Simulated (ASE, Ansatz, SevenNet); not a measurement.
**fcc Cu, longitudinal phonon frequency at X**

Reference value: 240 cm⁻¹ (measured, temperature not stated, not corrected to a static lattice; as tabulated in He et al. (2014), arXiv:1309.4805).

```json
[
 {"level (code)": "EMT (ASE)", "value (cm⁻¹)": "272", "cell (Å³/atom)": "11.57", "difference (%)": "+13.3"},
 {"level (code)": "SevenNet-l3i5 (SevenNet)", "value (cm⁻¹)": "275", "cell (Å³/atom)": "11.79", "difference (%)": "+14.6"},
 {"level (code)": "LDA (Ansatz)", "value (cm⁻¹)": "269", "cell (Å³/atom)": "10.89", "difference (%)": "+12.1"},
 {"level (code)": "PBE (Ansatz)", "value (cm⁻¹)": "238", "cell (Å³/atom)": "11.95", "difference (%)": "-0.8"},
 {"level (code)": "r²SCAN (Ansatz)", "value (cm⁻¹)": "254", "cell (Å³/atom)": "11.44", "difference (%)": "+5.8"}
]
```

Nearest, and too close to rank with a margin of 3.0 % (twice that across the reference) picked here for doubts on the reference and the settings, and for temperature and zero-point motion: PBE (-0.8 %), r²SCAN (+5.8 %). Farthest off: SevenNet-l3i5 (+14.6 %). Of these only PBE lands within 5 %.

The measured value isn't corrected to a static lattice, so vibrations enter the comparison.  Each level is taken at its own relaxed cell. Cutoffs differ between the levels. Ansatz's density-functional and Hartree–Fock values are scalar-relativistic unless marked +SOC, with PAW data made under PBE.

Empirical potentials (EMT) are fitted to chosen data, which need not cover the solid at hand: agreement can be built in, and what lay outside the fit can be far off. Machine-learned potentials (SevenNet-l3i5) are trained on DFT data, which may include these solids.

Differences are worked out from the printed values.

Ansatz is a quantum-chemistry and plane-wave program.
